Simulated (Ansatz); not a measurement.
Corundum Cr2O3 was calculated with rVV10 (Ansatz, an electronic-structure program, PAW).

Settings: plane-wave cutoff 520 eV, 8×8×8 k mesh, Fermi–Dirac smearing 0.01 eV, spin-polarised with opposed moments, scalar-relativistic PAW data made under PBE.

Cell (relaxed at this level):

```cif
data_Cr4O6
_chemical_formula_sum 'Cr4 O6'
_space_group_name_H-M_alt 'P 1'
_space_group_IT_number 1
_cell_length_a 5.43040
_cell_length_b 5.43040
_cell_length_c 5.43040
_cell_angle_alpha 54.410
_cell_angle_beta 54.410
_cell_angle_gamma 54.410
loop_
_space_group_symop_operation_xyz
  'x, y, z'
loop_
_atom_site_label
_atom_site_type_symbol
_atom_site_fract_x
_atom_site_fract_y
_atom_site_fract_z
_atom_site_occupancy
Cr1 Cr 0.84602 0.84602 0.84602 1
Cr2 Cr 0.34602 0.34602 0.34602 1
Cr3 Cr 0.15398 0.15398 0.15398 1
Cr4 Cr 0.65398 0.65398 0.65398 1
O1 O 0.43838 0.06162 0.75000 1
O2 O 0.06162 0.75000 0.43838 1
O3 O 0.56162 0.93838 0.25000 1
O4 O 0.25000 0.56162 0.93838 1
O5 O 0.93838 0.25000 0.56162 1
O6 O 0.75000 0.43838 0.06162 1
```
Starting moments (μB, in the order of the record's atoms Cr Cr Cr Cr O O O O O O): -3.0 -3.0 3.0 3.0 0.0 0.0 0.0 0.0 0.0 0.0.

Problem. Estimate the smallest direct gap on the k points sampled, Γ–Γ gap, pressure derivative B′ of the bulk modulus and bulk modulus that the calculation returns.

Solution. 
* **smallest direct gap on the k points sampled**: 1.67 eV
* **Γ–Γ gap**: 1.87 eV
* **pressure derivative B′ of the bulk modulus**: 3.9
* **bulk modulus**: 210 GPa

Measured, for comparison: bulk modulus 234 GPa (temperature not stated, not corrected to a static lattice, our sources range from 206 to 245; as tabulated in Toher et al. (2017), arXiv:1611.05714). Computed (rounded) less measured: bulk modulus not scored (sources differ).

Note: without U or exact exchange, gaps and moments of open d shells tend to come out too small; the bulk modulus comes from volumes at which shape and atoms were relaxed.

The computed numbers hold no vibrational or temperature effects.

The result took around 50 core-minutes (rough).
